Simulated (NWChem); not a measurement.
Molecule: propyne (C$_{3}$H$_{4}$); SMILES C#CC

```xyz
7

C     -0.0003    -1.2328    -0.0018
C     -0.0015     0.2208     0.0000
C     -0.0025     1.4316    -0.0017
H     -0.7544    -1.6272    -0.7005
H     -0.2267    -1.6315     0.9992
H      0.9812    -1.6272    -0.3074
H     -0.0051     2.5056    -0.0054
```
Atoms are numbered in this order, from 1.

Level: PBE0/def2-SVP (NWChem), optimised geometry, unscaled harmonic frequencies. 

### Question
List the harmonic frequencies with IR intensities, and the thermochemistry.

### Answer
```
frequency (cm⁻¹)  IR intensity (km/mol)
----------------  ---------------------
356                                10.0
357                                10.0
695                                41.9
695                                41.8
972                                 0.1
1032                                2.2
1032                                2.2
1387                                0.0
1444                                9.8
1444                                9.8
2255                                6.8
3056                               12.5
3150                                2.3
3150                                2.3
3493                               70.1
```

```json
{
  "zero_point_energy": "35.0 kcal/mol",
  "thermal correction to the enthalpy at 298.15 K (with zero-point energy)": "38.1 kcal/mol",
  "heat capacity Cv": "12.2 cal/(mol K)",
  "entropy at 298.15 K and 1 atm (symmetry number 3)": "58.9 cal/(mol K)",
  "dipole_moment": "0.79 D"
}
```

Rigid rotor and harmonic oscillator.
